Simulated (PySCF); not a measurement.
# Orbital picture of NaCl⁻

UHF at R = 2.523 Å; PySCF, spin-free X2C with a Gaussian nucleus, basis sets Na aug-cc-pVDZ-DK, Cl aug-cc-pVDZ-DK. State: ²Σ⁺ (doublet), unpaired electrons σ ↑. Only the outer orbitals are listed, counted within each symmetry.

| spin | orbital | occ. | ε (eV) | on Na (%) | main shells (%) |
| --- | --- | --- | --- | --- | --- |
| α | 2π | 1 | -37.27 | 100 | 100 Na p |
| α | 2π | 1 | -37.27 | 100 | 100 Na p |
| α | 6σ | 1 | -37.26 | 100 | 100 Na p |
| α | 7σ | 1 | -22.40 | 0 | 100 Cl s |
| α | 8σ | 1 | -6.65 | 3 | 97 Cl p |
| α | 3π | 1 | -6.20 | 1 | 99 Cl p |
| α | 3π | 1 | -6.20 | 1 | 99 Cl p |
| α | 9σ | 1 | -0.76 | 103 | 76 Na s, 26 Na p |
| α | 4π | 0 | 2.17 | 100 | 100 Na p |
| α | 4π | 0 | 2.17 | 100 | 100 Na p |
| α | 10σ | 0 | 2.31 | 96 | 98 Na p |
| β | 2π | 1 | -37.25 | 100 | 100 Na p |
| β | 2π | 1 | -37.25 | 100 | 100 Na p |
| β | 6σ | 1 | -37.20 | 100 | 100 Na p |
| β | 7σ | 1 | -22.39 | 0 | 100 Cl s |
| β | 8σ | 1 | -6.60 | 3 | 97 Cl p |
| β | 3π | 1 | -6.20 | 1 | 99 Cl p |
| β | 3π | 1 | -6.20 | 1 | 99 Cl p |
| β | 4π | 0 | 2.24 | 100 | 100 Na p |
| β | 4π | 0 | 2.24 | 100 | 100 Na p |
| β | 9σ | 0 | 2.32 | 101 | 97 Na p |

**Question.** Which are the highest filled and the lowest empty level, where do they sit, and how wide is the gap?

**Answer.** Highest filled α 9σ at -0.76 eV (in %: 76 Na s, 26 Na p); lowest empty α 4π at 2.17 eV (in %: 100 Na p); the gap at UHF is 2.93 eV. An empty level above zero is unbound, and its energy depends on the basis.

```
bond order (Mayer)                                                                                                 : 0.08
⟨S²⟩                                                                                                               : 0.750
charge on Na (Mulliken, basis-dependent)                                                                           : -0.12
charge on Na (Löwdin, basis-dependent)                                                                             : -0.33
dipole moment (positive dipole points towards Cl; it is taken about the centre of mass and depends on that origin) : 5.13 D
```

Shares are Mulliken populations and can fall outside 0 to 100 %.

The state was picked by a PBE0 search and need not be the measured ground state.
